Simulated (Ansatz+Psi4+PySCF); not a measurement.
Values are calculated unless marked as measured or tabulated.
A run of Psi4 1.11 on doublet CO₂(+) at this shape:

```yaml
atoms:
  - { symbol: O, position_ang: [0.0000, 0.0000, -1.2300] }
  - { symbol: C, position_ang: [0.0000, 0.0000, 0.0000] }
  - { symbol: O, position_ang: [0.0000, 0.0000, 1.1300] }
```

Its results:

* Converged: yes
* Reference energy: -187.23359 hartree
* Correlation energy: -0.55316 hartree
* Total energy: -187.78676 hartree
* Spin squared of the determinant: 0.750
* Occupied orbitals by symmetry in an Abelian subgroup (alpha; beta): 7 A1 2 B1 2 B2; 7 A1 2 B1 1 B2

Q: Which input gives this output? Name the method, the orbitals and the basis set, and write the input.

A: ROHF-MP2 in cc-pVTZ.

```
molecule {
1 2
O 0.000000 0.000000 -1.230000
C 0.000000 0.000000 0.000000
O 0.000000 0.000000 1.130000
}

set basis cc-pVTZ
set reference rohf
set scf_type pk
set mp2_type conv
set cc_type conv
set num_frozen_docc 3
energy('mp2')
```

Caution: large amplitudes, a single reference is doubtful; MP2 on this radical cation hangs on the determinant chosen.
